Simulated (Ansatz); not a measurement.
Mulliken charges of CH2NOP (`O=C=NP`) from r2SCAN/def2-TZVPP in Ansatz (PBE0-D4/def2-TZVP geometry).

| atom | x (Å) | y (Å) | z (Å) | charge (e) |
| --- | --- | --- | --- | --- |
| O1 | 1.233 | -2.074 | 1.255 | -0.230 |
| C2 | 0.767 | -1.160 | 0.703 | 0.297 |
| N3 | 0.377 | -0.186 | 0.124 | -0.269 |
| P4 | -1.037 | 0.580 | -0.432 | 0.162 |
| H5 | -0.568 | 0.891 | -1.738 | 0.020 |
| H6 | -0.729 | 1.885 | 0.042 | 0.020 |

Question: By hand: the dipole of these point charges (1 e Å = 4.8032 D).

Answer: Σ q r = (-0.351, 0.332, -0.217) e Å, of length 0.530 e Å = 2.55 D.

Question: How does the dipole of the full density compare? (An estimate is asked.)

Answer: Ansatz gave: (-0.186, 0.338, -0.205) e Å, 2.10 D; the point charges give 1.21 times that, at 16° from its direction.

Point charges leave out the atoms' own dipoles, such as those of lone pairs, and Mulliken's split depends on the basis, so the two needn't agree.
